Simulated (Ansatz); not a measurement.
The inner images of a band of BH3 + FH (6 atoms, charge 0, multiplicity 1) are given out of order.

These are results of Ansatz 0.2.0, RKS PBE/def2-SVP, not measurements.

Image 0:

```xyz
6
Properties=species:S:1:pos:R:3
B 0.002 0.060 0.064
H -0.003 0.467 1.226
H 1.049 0.136 -0.548
H -1.053 0.073 -0.537
F 0.059 -1.736 0.635
H 0.052 -1.403 1.520
```

Image 6:

```xyz
6
Properties=species:S:1:pos:R:3
B 0.017 -0.507 -0.572
H 0.022 0.296 2.322
H 1.073 0.093 -0.647
H -1.082 0.013 -0.637
F 0.066 -1.825 -0.419
H 0.010 -0.473 2.314
```

Question: Put them in order from the first end to the last, with their energies above the first end.
A.
```xyz
6
Properties=species:S:1:pos:R:3
B 0.017 -0.483 -0.304
H 0.010 0.242 1.761
H 1.074 0.114 -0.413
H -1.074 0.049 -0.404
F 0.057 -1.811 -0.182
H 0.022 -0.514 1.903
```
B.
```xyz
6
Properties=species:S:1:pos:R:3
B 0.009 -0.160 0.058
H 0.003 0.218 1.314
H 1.066 0.124 -0.459
H -1.068 0.062 -0.448
F 0.058 -1.743 0.574
H 0.037 -0.902 1.322
```
C.
```xyz
6
Properties=species:S:1:pos:R:3
B 0.017 -0.491 -0.444
H 0.009 0.257 2.009
H 1.076 0.108 -0.507
H -1.079 0.038 -0.500
F 0.060 -1.817 -0.351
H 0.023 -0.497 2.154
```
D.
```xyz
6
Properties=species:S:1:pos:R:3
B 0.016 -0.370 -0.003
H 0.004 0.202 1.393
H 1.058 0.117 -0.415
H -1.055 0.058 -0.408
F 0.056 -1.772 0.360
H 0.027 -0.638 1.433
```
E.
```xyz
6
Properties=species:S:1:pos:R:3
B 0.017 -0.467 -0.147
H 0.007 0.234 1.544
H 1.065 0.115 -0.378
H -1.062 0.056 -0.370
F 0.055 -1.805 0.067
H 0.024 -0.535 1.644
```

Answer: B (+3.3 kcal/mol), D (-10.2 kcal/mol), E (-23.2 kcal/mol), A (-27.1 kcal/mol), C (-28.0 kcal/mol).

Time of the run: 45 s on 1 thread of Arm Neoverse V1 (shared host), peak memory 0.091 GiB.
